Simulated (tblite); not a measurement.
Species: C5H10S.
Numbering: `[SH:1][CH2:2][CH:3]1[CH2:4][CH2:5][CH2:6]1` (hydrogens: H7 on S1; H8, H9 on C2; H10 on C3; H11, H12 on C4; H13, H14 on C5; H15, H16 on C6)

Computed with GFN2-xTB (tblite), gas phase: nudged elastic band of 9 images (0 to 8), spring 0.2 eV/Å², climbing image at the end, force threshold 0.05 eV/Å. The top image wasn't refined or checked by frequencies; at this threshold it can lie a kcal/mol or more above the true saddle point of the method.

The band describes a rotation about C2–C3 (sp3 carbon bound to sulfur, four-membered-ring carbon), followed by the dihedral S1–C2–C3–C4, from the optimised start (-75°) to a second optimised geometry at 43°.

**Question.** Give the energy profile along the converged band.

**Answer.** 
| image | dihedral (°) | E (eV) | C2–C3 (Å) | S1···C4 (Å) | largest true force (eV/Å) |
| --- | --- | --- | --- | --- | --- |
| 0 | -75 | 0.000 | 1.513 | 3.45 | 0.01 |
| 1 | -62 | 0.022 | 1.515 | 3.33 | 0.03 |
| 2 | -48 | 0.077 | 1.519 | 3.25 | 0.06 |
| 3 | -33 | 0.141 | 1.525 | 3.18 | 0.06 |
| 4 | -16 | 0.178 | 1.530 | 3.14 | 0.04 |
| 5 | -1 | 0.169 | 1.531 | 3.13 | 0.03 |
| 6 | 15 | 0.121 | 1.527 | 3.14 | 0.05 |
| 7 | 31 | 0.065 | 1.522 | 3.17 | 0.04 |
| 8 | 43 | 0.044 | 1.520 | 3.22 | 0.01 |

Barriers of this band. The top is image 4 at -16°: 0.178 eV forward and 0.134 eV back; the end lies 0.044 eV above the start. The central bond is 0.017 Å longer at the top than at the start.

**Question.** What rate follows at 350 K for crossing this barrier forward?

**Answer.** Taking the electronic barrier for the free energy of activation (no zero-point or entropy terms, transmission 1), rate = (kT/h)·exp(−ΔE/kT) ≈ 2 × 10^10 s⁻¹, whose inverse is 5 × 10^-11 s. An error of 1 kcal/mol in the barrier changes this by a factor of 4, and the method and the loose band can each miss by that much or more.

**Question.** How would the two end points share their population at 350 K, from these energies alone?

**Answer.** exp(−ΔE/kT) with ΔE = 0.044 eV gives 0.23 for the higher one (end) against 1 for the lower, without vibrational, rotational or degeneracy terms. GFN2-xTB can put conformers this close in the wrong order.

**Question.** How long is the path, and how are the images spaced?

**Answer.** Cartesian distances between aligned neighbours (all atoms, Å): 0.67, 0.67, 0.69, 0.74, 0.63, 0.67, 0.66, 0.65; the sum is 5.37 Å, and the top lies 52 % of the way along.

The cost below is that of the whole band run. On Arm Neoverse V1, one thread (shared host), this took 3.0 s of wall time and 0.18 GiB of memory at its peak.
